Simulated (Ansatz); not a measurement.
# AlPH (quartet): from Hartree-Fock to the top rungs, cc-pVTZ

The task here is to estimate one member of a computed series from the others.

Computed with Ansatz 0.2.0, Gaussian basis. Level: cc-pVTZ, core rule «outside noble gas», up to 10 orbitals frozen.

To be run: UHF; CCSD(T) on ROHF; CCSD(T) on UHF; BCCD(T) on ROHF; CCSDT(Q) on ROHF; CCSDT(Q) on UHF.

14 further runs of the same task are left out: 11 for a known fault of the program, 3 set aside as unsound or not needed.

## The system

The geometry is a PBE0/def2-TZVP stationary point (not a proven minimum).

3 atoms, charge 0, spin multiplicity 4.

Atoms are counted from 1 here; the program's logs count them from 0.

Bond lengths: Al1–P2 2.392 Å, P2–H3 1.430 Å. Angles: Al1–P2–H3 98.4°.

The first run:

in.yaml

```yaml
crystal:
  periodic: [false, false, false]
  atoms:
    - {symbol: Al, position_ang: [0.000000, 0.034843, 1.300562]}
    - {symbol: P, position_ang: [0.000000, -0.073644, -1.088657]}
    - {symbol: H, position_ang: [0.000000, 1.330368, -1.360548]}
basis:
  gaussian: {orbitals: cc-pVTZ}
magnetization: {spin_polarized: true, initial_magnetization: 3}
hamiltonian: {xc: hf}
output: {orbitals: {seedname: orbitals}}
```

The run is started by

```bash
> ansatz run in.yaml --threads 1 --pin off --events-out ev --progress --plain --max-ram 2816MiB --backend cpu
```

Steps of the session up to this table: UHF; CCSD(T) on ROHF; CCSD(T) on UHF; BCCD(T) on ROHF; CCSDT(Q) on ROHF; CCSDT(Q) on UHF.

One of the session's tables, all rows but one given; the rest of the session is left out.

It belongs to the step «Misses and costs». 

| method | from UCCSDT(Q) (kcal/mol) |
| --- | --- |
| ROHF | +132.11 |
| UHF | +127.73 |
| RMP2 | +27.09 |
| UMP2 | +27.52 |
| RCCSD | +7.71 |
| UCCSD | +7.39 |
| RCCSD(T) | +1.45 |
| UCCSD(T) | +1.44 |
| BCCD(T) | +1.42 |
| RCCSDT | ? |
| UCCSDT | +0.38 |
| RCCSDT(Q) | +0.06 |
| UCCSDT(Q) | 0 |

Estimate the missing values for RCCSDT.

As computed: from UCCSDT(Q) (kcal/mol): +0.45. In the column «from UCCSDT(Q) (kcal/mol)» it lies between UCCSDT (+0.38) and BCCD(T) (+1.42).

With the free atoms at the same levels and basis (separate runs), the atomisation energy is 3.594 eV at UCCSDT(Q), 3.570 eV at RCCSD(T), 3.568 eV at UCCSD(T), 2.286 eV at ROHF.

Limits of these values: Restricted and unrestricted rows rest on different reference determinants; where their highest levels disagree by more than a few hundredths of an eV, they describe different states and don't form one ladder.
